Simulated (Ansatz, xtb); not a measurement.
Group exchange: C2H6S + CHF3S → CH4S2 + C2H3F3

Species: C2H6S (dimethyl sulfide) `CSC`, singlet; CHF3S (trifluoromethanethiol) `FC(F)(F)S`, singlet; CH4S2 (methyl hydrodisulfide) `CSS`, singlet; C2H3F3 `CC(F)(F)F`, singlet. The partners trade CH3 for SH: S–CH3 and C–SH bonds give way to S–SH and C–CH3.

Shapes, held fixed at every level: PBE0-D4/def2-TZVP. Flexible molecules stand in one conformer, not always the lowest. Programs: Ansatz 0.2.0, xtb 6.7.1. The zero-point and thermal change to 298 K, harmonic and unscaled (PBE0-D4/def2-TZVP), is +2.7 kJ/mol.

Q: Estimate ΔH(298 K) of this reaction.

A: The highest level, CCSD(T)/CBS estimate, gives ΔH(298 K) = -69.2 kJ/mol; the levels span -89.0 to -60.2. The column of differences is taken from that level and isn't an error. No measured value is set beside it here. The CBS estimate extrapolates MP2 from def2-TZVPP and def2-QZVPP and adds CCSD(T) − MP2 in the triple-zeta set, cores frozen.

```json
{"level": "GFN0-xTB", "kind": "semi-empirical", "ΔH(298 K) (kJ/mol)": "-89.0", "less CCSD(T)/CBS estimate": "-19.8"}
{"level": "HF/def2-SVP", "kind": "Hartree–Fock", "ΔH(298 K) (kJ/mol)": "-75.0", "less CCSD(T)/CBS estimate": "-5.8"}
{"level": "HF/def2-TZVPP", "kind": "Hartree–Fock", "ΔH(298 K) (kJ/mol)": "-75.2", "less CCSD(T)/CBS estimate": "-6.0"}
{"level": "PBE-D4/def2-TZVPP", "kind": "GGA", "ΔH(298 K) (kJ/mol)": "-66.3", "less CCSD(T)/CBS estimate": "+2.9"}
{"level": "r2SCAN-D4/def2-TZVPP", "kind": "meta-GGA", "ΔH(298 K) (kJ/mol)": "-68.7", "less CCSD(T)/CBS estimate": "+0.5"}
{"level": "B3LYP-D4/def2-TZVPP", "kind": "global hybrid", "ΔH(298 K) (kJ/mol)": "-69.6", "less CCSD(T)/CBS estimate": "-0.4"}
{"level": "CCSD/def2-SVP", "kind": "coupled cluster or CI", "ΔH(298 K) (kJ/mol)": "-60.2", "less CCSD(T)/CBS estimate": "+9.0"}
{"level": "CCSD(T)/def2-TZVPP", "kind": "coupled cluster or CI", "ΔH(298 K) (kJ/mol)": "-66.1", "less CCSD(T)/CBS estimate": "+3.1"}
{"level": "CCSD(T)/CBS estimate", "kind": "coupled cluster or CI", "ΔH(298 K) (kJ/mol)": "-69.2", "less CCSD(T)/CBS estimate": "0.0"}
```
